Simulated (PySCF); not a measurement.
**State search for O₂⁺**

Unrestricted PBE0; O 6-31G(d,p); no relativity (PySCF 2.14). Outer shells of the fragments: O+ 2s2 2p3; O 2s2 2p4.

Followed along the bond (rough minima from three points):

```csv
2Ms+1,unpaired,⟨S²⟩ at the start,R at minimum (Å),Te (eV)
2,π ↑,0.96,1.11,0.00
4,π ↑↑↑,3.76,none in the scan,≤ 3.63
```

Solutions found at the starting distance of 1.300 Å, counted from the lowest of them; the search is not exhaustive and high or unbound solutions are not listed, so other states can lie among these:

| 2Ms+1 | unpaired | term | E (eV) | ⟨S²⟩ | ⟨Lz²⟩ |
| --- | --- | --- | --- | --- | --- |
| 2 | π ↑ | ²Π | 0.00 | 0.96 | 1.06 |
| 4 | π ↑↑↑ | ⁴Π | 2.17 | 3.76 | 1.00 |
| 2 | π ↑↑↓ | mixed | 3.05 | 1.76 | 3.01 |
| 4 | σ ↑, π ↑↑ | ⁴Σ⁻ | 4.25 | 3.76 | 0.00 |
| 2 | σ ↓, π ↑↑ | mixed | 5.39 | 1.77 | 0.00 |
| 2 | π ↑ | mixed | 5.72 | 0.75 | 3.00 |
| 2 | σ ↓, π ↑↑ | mixed | 9.69 | 1.77 | 2.01 |

A term symbol is given only where ⟨S²⟩ and ⟨Lz²⟩ are close to those of a pure state; real π, δ and φ orbitals otherwise mix terms, and g/u labels are left off.

Counting both spins, an empty level lies below a filled one in some of these solutions, because spin and occupation are held.
